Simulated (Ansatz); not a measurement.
**Molecular dynamics of C3H4S**

Input file:

```yaml
crystal:
  periodic: [false, false, false]
  atoms:
    - { symbol: C, position_ang: [2.092044, -0.36079, 0.839173] }
    - { symbol: C, position_ang: [0.934479, -0.646366, 0.638526] }
    - { symbol: S, position_ang: [-0.693898, -1.124746, 0.39877] }
    - { symbol: C, position_ang: [-1.244443, 0.327447, -0.585529] }
    - { symbol: H, position_ang: [3.122796, -0.10119, 1.01486] }
    - { symbol: H, position_ang: [-1.143981, 1.259891, -0.010987] }
    - { symbol: H, position_ang: [-0.670642, 0.416661, -1.519562] }
    - { symbol: H, position_ang: [-2.304155, 0.172091, -0.83115] }
basis:
  gaussian: { orbitals: STO-3G }
hamiltonian:
  xc: r2scan
md:
  timestep: 0.5
  n_steps: 150
  ensemble: nve
  temperature: 1000.0
  initial_velocities: maxwell_boltzmann
  seed: 538827
scf:
  lower_state_search: "off"
```

Run as:

```bash
$ ansatz run input.yaml --threads 1 --pin off --max-ram 2048MiB --backend cpu --events-out ev --progress --plain --runs-dir out
```

It starts from a relaxed structure.

Output, in part (one step line in 2, the closing report, with atoms numbered from 0):

```
md step     0: t =     0.00 fs  T =  1000.0 K  F+E_penalty+E_count = -13848.62615048 eV  E_kin = 0.775560 eV  conserved = -13847.85059049 eV  (12 SCF iters)
md step     2: t =     1.00 fs  T =   853.9 K  F+E_penalty+E_count = -13848.51066646 eV  E_kin = 0.662275 eV  conserved = -13847.84839152 eV  (18 SCF iters)
md step     4: t =     2.00 fs  T =   599.5 K  F+E_penalty+E_count = -13848.30904346 eV  E_kin = 0.464971 eV  conserved = -13847.84407246 eV  (18 SCF iters)
md step     6: t =     3.00 fs  T =   524.5 K  F+E_penalty+E_count = -13848.25234742 eV  E_kin = 0.406762 eV  conserved = -13847.84558532 eV  (19 SCF iters)
md step     8: t =     4.00 fs  T =   544.1 K  F+E_penalty+E_count = -13848.27069714 eV  E_kin = 0.422014 eV  conserved = -13847.84868310 eV  (19 SCF iters)
md step    10: t =     5.00 fs  T =   440.1 K  F+E_penalty+E_count = -13848.18926503 eV  E_kin = 0.341303 eV  conserved = -13847.84796170 eV  (19 SCF iters)
md step    12: t =     6.00 fs  T =   240.4 K  F+E_penalty+E_count = -13848.03201738 eV  E_kin = 0.186445 eV  conserved = -13847.84557277 eV  (19 SCF iters)
md step    14: t =     7.00 fs  T =   120.8 K  F+E_penalty+E_count = -13847.93768879 eV  E_kin = 0.093667 eV  conserved = -13847.84402132 eV  (19 SCF iters)
md step    16: t =     8.00 fs  T =   195.1 K  F+E_penalty+E_count = -13847.99643888 eV  E_kin = 0.151316 eV  conserved = -13847.84512330 eV  (19 SCF iters)
md step    18: t =     9.00 fs  T =   378.3 K  F+E_penalty+E_count = -13848.14144885 eV  E_kin = 0.293358 eV  conserved = -13847.84809116 eV  (19 SCF iters)
md step    20: t =    10.00 fs  T =   466.0 K  F+E_penalty+E_count = -13848.21012701 eV  E_kin = 0.361423 eV  conserved = -13847.84870359 eV  (19 SCF iters)
md step    22: t =    11.00 fs  T =   428.4 K  F+E_penalty+E_count = -13848.17805692 eV  E_kin = 0.332232 eV  conserved = -13847.84582447 eV  (19 SCF iters)
md step    24: t =    12.00 fs  T =   467.8 K  F+E_penalty+E_count = -13848.20740071 eV  E_kin = 0.362817 eV  conserved = -13847.84458355 eV  (19 SCF iters)
md step    26: t =    13.00 fs  T =   664.9 K  F+E_penalty+E_count = -13848.36328386 eV  E_kin = 0.515643 eV  conserved = -13847.84764079 eV  (19 SCF iters)
md step    28: t =    14.00 fs  T =   814.4 K  F+E_penalty+E_count = -13848.48109098 eV  E_kin = 0.631599 eV  conserved = -13847.84949219 eV  (19 SCF iters)
md step    30: t =    15.00 fs  T =   771.2 K  F+E_penalty+E_count = -13848.44610560 eV  E_kin = 0.598114 eV  conserved = -13847.84799178 eV  (18 SCF iters)
md step    32: t =    16.00 fs  T =   627.7 K  F+E_penalty+E_count = -13848.33261117 eV  E_kin = 0.486803 eV  conserved = -13847.84580778 eV  (18 SCF iters)
md step    34: t =    17.00 fs  T =   541.9 K  F+E_penalty+E_count = -13848.26555366 eV  E_kin = 0.420270 eV  conserved = -13847.84528346 eV  (19 SCF iters)
md step    36: t =    18.00 fs  T =   551.6 K  F+E_penalty+E_count = -13848.27469050 eV  E_kin = 0.427814 eV  conserved = -13847.84687699 eV  (19 SCF iters)
md step    38: t =    19.00 fs  T =   551.6 K  F+E_penalty+E_count = -13848.27573555 eV  E_kin = 0.427837 eV  conserved = -13847.84789879 eV  (19 SCF iters)
md step    40: t =    20.00 fs  T =   473.4 K  F+E_penalty+E_count = -13848.21421448 eV  E_kin = 0.367133 eV  conserved = -13847.84708110 eV  (19 SCF iters)
md step    42: t =    21.00 fs  T =   372.6 K  F+E_penalty+E_count = -13848.13496669 eV  E_kin = 0.288970 eV  conserved = -13847.84599663 eV  (18 SCF iters)
md step    44: t =    22.00 fs  T =   331.3 K  F+E_penalty+E_count = -13848.10268892 eV  E_kin = 0.256966 eV  conserved = -13847.84572289 eV  (18 SCF iters)
md step    46: t =    23.00 fs  T =   356.3 K  F+E_penalty+E_count = -13848.12345263 eV  E_kin = 0.276311 eV  conserved = -13847.84714129 eV  (18 SCF iters)
md step    48: t =    24.00 fs  T =   352.2 K  F+E_penalty+E_count = -13848.12051181 eV  E_kin = 0.273180 eV  conserved = -13847.84733139 eV  (20 SCF iters)
md step    50: t =    25.00 fs  T =   298.0 K  F+E_penalty+E_count = -13848.07705907 eV  E_kin = 0.231128 eV  conserved = -13847.84593076 eV  (18 SCF iters)
md step    52: t =    26.00 fs  T =   283.0 K  F+E_penalty+E_count = -13848.06468939 eV  E_kin = 0.219481 eV  conserved = -13847.84520805 eV  (18 SCF iters)
md step    54: t =    27.00 fs  T =   356.3 K  F+E_penalty+E_count = -13848.12244284 eV  E_kin = 0.276315 eV  conserved = -13847.84612743 eV  (18 SCF iters)
md step    56: t =    28.00 fs  T =   461.0 K  F+E_penalty+E_count = -13848.20438868 eV  E_kin = 0.357509 eV  conserved = -13847.84687999 eV  (18 SCF iters)
md step    58: t =    29.00 fs  T =   549.9 K  F+E_penalty+E_count = -13848.27299518 eV  E_kin = 0.426506 eV  conserved = -13847.84648919 eV  (18 SCF iters)
md step    60: t =    30.00 fs  T =   638.9 K  F+E_penalty+E_count = -13848.34243561 eV  E_kin = 0.495538 eV  conserved = -13847.84689774 eV  (19 SCF iters)
md step    62: t =    31.00 fs  T =   707.9 K  F+E_penalty+E_count = -13848.39585147 eV  E_kin = 0.549046 eV  conserved = -13847.84680548 eV  (19 SCF iters)
md step    64: t =    32.00 fs  T =   753.3 K  F+E_penalty+E_count = -13848.43095644 eV  E_kin = 0.584223 eV  conserved = -13847.84673296 eV  (18 SCF iters)
md step    66: t =    33.00 fs  T =   767.4 K  F+E_penalty+E_count = -13848.44299095 eV  E_kin = 0.595181 eV  conserved = -13847.84781015 eV  (19 SCF iters)
md step    68: t =    34.00 fs  T =   690.7 K  F+E_penalty+E_count = -13848.38338615 eV  E_kin = 0.535661 eV  conserved = -13847.84772511 eV  (19 SCF iters)
md step    70: t =    35.00 fs  T =   533.6 K  F+E_penalty+E_count = -13848.26043329 eV  E_kin = 0.413801 eV  conserved = -13847.84663210 eV  (19 SCF iters)
md step    72: t =    36.00 fs  T =   376.1 K  F+E_penalty+E_count = -13848.13763866 eV  E_kin = 0.291668 eV  conserved = -13847.84597037 eV  (19 SCF iters)
md step    74: t =    37.00 fs  T =   276.8 K  F+E_penalty+E_count = -13848.06033947 eV  E_kin = 0.214667 eV  conserved = -13847.84567288 eV  (19 SCF iters)
md step    76: t =    38.00 fs  T =   261.7 K  F+E_penalty+E_count = -13848.04894027 eV  E_kin = 0.202987 eV  conserved = -13847.84595278 eV  (19 SCF iters)
md step    78: t =    39.00 fs  T =   301.1 K  F+E_penalty+E_count = -13848.08108811 eV  E_kin = 0.233533 eV  conserved = -13847.84755501 eV  (19 SCF iters)
md step    80: t =    40.00 fs  T =   305.2 K  F+E_penalty+E_count = -13848.08343325 eV  E_kin = 0.236673 eV  conserved = -13847.84676051 eV  (19 SCF iters)
md step    82: t =    41.00 fs  T =   341.2 K  F+E_penalty+E_count = -13848.10911389 eV  E_kin = 0.264643 eV  conserved = -13847.84447114 eV  (19 SCF iters)
md step    84: t =    42.00 fs  T =   535.9 K  F+E_penalty+E_count = -13848.26265150 eV  E_kin = 0.415631 eV  conserved = -13847.84702042 eV  (19 SCF iters)
md step    86: t =    43.00 fs  T =   728.3 K  F+E_penalty+E_count = -13848.41422954 eV  E_kin = 0.564817 eV  conserved = -13847.84941219 eV  (19 SCF iters)
md step    88: t =    44.00 fs  T =   745.4 K  F+E_penalty+E_count = -13848.42643645 eV  E_kin = 0.578091 eV  conserved = -13847.84834547 eV  (19 SCF iters)
md step    90: t =    45.00 fs  T =   642.0 K  F+E_penalty+E_count = -13848.34481845 eV  E_kin = 0.497931 eV  conserved = -13847.84688747 eV  (19 SCF iters)
md step    92: t =    46.00 fs  T =   535.6 K  F+E_penalty+E_count = -13848.26113652 eV  E_kin = 0.415365 eV  conserved = -13847.84577141 eV  (19 SCF iters)
md step    94: t =    47.00 fs  T =   524.6 K  F+E_penalty+E_count = -13848.25200758 eV  E_kin = 0.406893 eV  conserved = -13847.84511464 eV  (19 SCF iters)
md step    96: t =    48.00 fs  T =   638.0 K  F+E_penalty+E_count = -13848.34228551 eV  E_kin = 0.494798 eV  conserved = -13847.84748720 eV  (19 SCF iters)
md step    98: t =    49.00 fs  T =   703.0 K  F+E_penalty+E_count = -13848.39534524 eV  E_kin = 0.545246 eV  conserved = -13847.85009888 eV  (19 SCF iters)
md step   100: t =    50.00 fs  T =   547.8 K  F+E_penalty+E_count = -13848.27307315 eV  E_kin = 0.424876 eV  conserved = -13847.84819760 eV  (19 SCF iters)
md step   102: t =    51.00 fs  T =   321.7 K  F+E_penalty+E_count = -13848.09325648 eV  E_kin = 0.249476 eV  conserved = -13847.84378049 eV  (19 SCF iters)
md step   104: t =    52.00 fs  T =   315.5 K  F+E_penalty+E_count = -13848.08987969 eV  E_kin = 0.244700 eV  conserved = -13847.84517941 eV  (19 SCF iters)
md step   106: t =    53.00 fs  T =   445.2 K  F+E_penalty+E_count = -13848.19432292 eV  E_kin = 0.345273 eV  conserved = -13847.84904984 eV  (19 SCF iters)
md step   108: t =    54.00 fs  T =   441.7 K  F+E_penalty+E_count = -13848.19122931 eV  E_kin = 0.342591 eV  conserved = -13847.84863822 eV  (19 SCF iters)
md step   110: t =    55.00 fs  T =   308.1 K  F+E_penalty+E_count = -13848.08493806 eV  E_kin = 0.238975 eV  conserved = -13847.84596327 eV  (19 SCF iters)
md step   112: t =    56.00 fs  T =   237.7 K  F+E_penalty+E_count = -13848.02864357 eV  E_kin = 0.184385 eV  conserved = -13847.84425877 eV  (19 SCF iters)
md step   114: t =    57.00 fs  T =   353.1 K  F+E_penalty+E_count = -13848.11953541 eV  E_kin = 0.273878 eV  conserved = -13847.84565744 eV  (19 SCF iters)
md step   116: t =    58.00 fs  T =   552.0 K  F+E_penalty+E_count = -13848.27647600 eV  E_kin = 0.428118 eV  conserved = -13847.84835847 eV  (19 SCF iters)
md step   118: t =    59.00 fs  T =   639.0 K  F+E_penalty+E_count = -13848.34441346 eV  E_kin = 0.495578 eV  conserved = -13847.84883516 eV  (19 SCF iters)
md step   120: t =    60.00 fs  T =   584.1 K  F+E_penalty+E_count = -13848.29920875 eV  E_kin = 0.452977 eV  conserved = -13847.84623213 eV  (19 SCF iters)
md step   122: t =    61.00 fs  T =   576.5 K  F+E_penalty+E_count = -13848.29133011 eV  E_kin = 0.447118 eV  conserved = -13847.84421244 eV  (19 SCF iters)
md step   124: t =    62.00 fs  T =   735.8 K  F+E_penalty+E_count = -13848.41823165 eV  E_kin = 0.570659 eV  conserved = -13847.84757236 eV  (19 SCF iters)
md step   126: t =    63.00 fs  T =   841.1 K  F+E_penalty+E_count = -13848.50246023 eV  E_kin = 0.652323 eV  conserved = -13847.85013731 eV  (19 SCF iters)
md step   128: t =    64.00 fs  T =   714.4 K  F+E_penalty+E_count = -13848.40157460 eV  E_kin = 0.554055 eV  conserved = -13847.84751929 eV  (19 SCF iters)
md step   130: t =    65.00 fs  T =   519.0 K  F+E_penalty+E_count = -13848.24742149 eV  E_kin = 0.402527 eV  conserved = -13847.84489489 eV  (19 SCF iters)
md step   132: t =    66.00 fs  T =   439.9 K  F+E_penalty+E_count = -13848.18700138 eV  E_kin = 0.341185 eV  conserved = -13847.84581661 eV  (19 SCF iters)
md step   134: t =    67.00 fs  T =   429.7 K  F+E_penalty+E_count = -13848.18053185 eV  E_kin = 0.333270 eV  conserved = -13847.84726148 eV  (19 SCF iters)
md step   136: t =    68.00 fs  T =   380.7 K  F+E_penalty+E_count = -13848.14256361 eV  E_kin = 0.295219 eV  conserved = -13847.84734494 eV  (19 SCF iters)
md step   138: t =    69.00 fs  T =   279.2 K  F+E_penalty+E_count = -13848.06309863 eV  E_kin = 0.216506 eV  conserved = -13847.84659248 eV  (19 SCF iters)
md step   140: t =    70.00 fs  T =   196.4 K  F+E_penalty+E_count = -13847.99732328 eV  E_kin = 0.152293 eV  conserved = -13847.84503069 eV  (19 SCF iters)
md step   142: t =    71.00 fs  T =   243.9 K  F+E_penalty+E_count = -13848.03467482 eV  E_kin = 0.189183 eV  conserved = -13847.84549212 eV  (19 SCF iters)
md step   144: t =    72.00 fs  T =   378.6 K  F+E_penalty+E_count = -13848.14226282 eV  E_kin = 0.293636 eV  conserved = -13847.84862714 eV  (19 SCF iters)
md step   146: t =    73.00 fs  T =   407.9 K  F+E_penalty+E_count = -13848.16421791 eV  E_kin = 0.316326 eV  conserved = -13847.84789241 eV  (19 SCF iters)
md step   148: t =    74.00 fs  T =   380.5 K  F+E_penalty+E_count = -13848.13986430 eV  E_kin = 0.295071 eV  conserved = -13847.84479373 eV  (19 SCF iters)
md step   150: t =    75.00 fs  T =   487.1 K  F+E_penalty+E_count = -13848.22388361 eV  E_kin = 0.377782 eV  conserved = -13847.84610178 eV  (19 SCF iters)
Total energy: -13848.22388891 eV, -508.9128412541 hartree
Atom 0 at     2.097931    -0.383564     0.808653 Å, force    -0.937851    -0.166252     0.037681 eV/Å
Atom 1 at     0.928102    -0.607322     0.702706 Å, force    -1.852769    -0.403230    -0.656041 eV/Å
Atom 2 at    -0.682206    -1.131037     0.399183 Å, force    -0.303784     0.142628    -0.701131 eV/Å
Atom 3 at    -1.266341     0.321385    -0.616369 Å, force     1.167921     2.549915     2.722320 eV/Å
Atom 4 at     3.111042    -0.261835     0.915324 Å, force     2.599282     0.512587     0.330579 eV/Å
Atom 5 at    -1.269653     1.195436     0.159901 Å, force     0.120516    -1.307190    -1.925669 eV/Å
Atom 6 at    -0.670945     0.618300    -1.492184 Å, force     0.618418    -0.349656     0.259391 eV/Å
Atom 7 at    -2.271516     0.274004    -0.976645 Å, force    -1.411734    -0.978803    -0.067130 eV/Å
Dipole moment:    -0.178093     0.129137    -0.141685 e Å
```

All steps were run. The conserved energy stayed within 0.88 meV per atom of its start (net change 0.56 meV per atom), so the integration is sound. The temperature averaged 0.47 of the 1000 K drawn at the start: a run that starts near a minimum puts about half its kinetic energy into the potential. A run of 0.075 ps of so small a system gives no equilibrium averages. Limits of this set-up: minimal basis.

The same pairs are bonded in the first frame and the last. Pairs count as bonded within 1.25 times the sum of covalent radii (0.12 Å more for H–H).

Last frame:

```xyz
8
Properties=species:S:1:pos:R:3
C 2.098 -0.384 0.809
C 0.928 -0.607 0.703
S -0.682 -1.131 0.399
C -1.266 0.321 -0.616
H 3.111 -0.262 0.915
H -1.270 1.195 0.160
H -0.671 0.618 -1.492
H -2.272 0.274 -0.977
```

Time of the run: 3.5 min on 1 thread of Arm Neoverse V1, with other jobs on the host, peak memory 0.08 GiB.
